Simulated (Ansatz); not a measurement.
Which level was it?

C2H4Si has 7 atoms, charge 0, and is taken as a singlet. SMILES: `C#C[SiH3]`. The coordinates come from a PBE0-D4/def2-TZVP relaxation.

```xyz
7

C    -0.5807   -1.8714    0.1722
C    -0.2185   -0.7265    0.0624
Si    0.3298    1.0043   -0.1038
H    -0.9010   -2.8835    0.2693
H    -0.0945    1.5283   -1.4250
H    -0.2817    1.8181    0.9749
H     1.8079    1.0629    0.0044
```

A calculation with Ansatz 0.2.0 gave:

```json
{
 "total energy": "-367.7777 Eh",
 "HOMO energy": "-7.08 eV",
 "LUMO energy": "-1.03 eV",
 "HOMO–LUMO gap": "6.05 eV"
}
```

**Question.** Which of these levels gave the numbers?
A. PBE/cc-pVTZ
B. PBE/aug-cc-pVDZ
C. PBE/cc-pVDZ
D. PBE/jun-cc-pV(D+d)Z

**Answer.** D. The others give -367.8113 Eh (PBE/cc-pVTZ), -367.7739 Eh (PBE/aug-cc-pVDZ), -367.7679 Eh (PBE/cc-pVDZ).
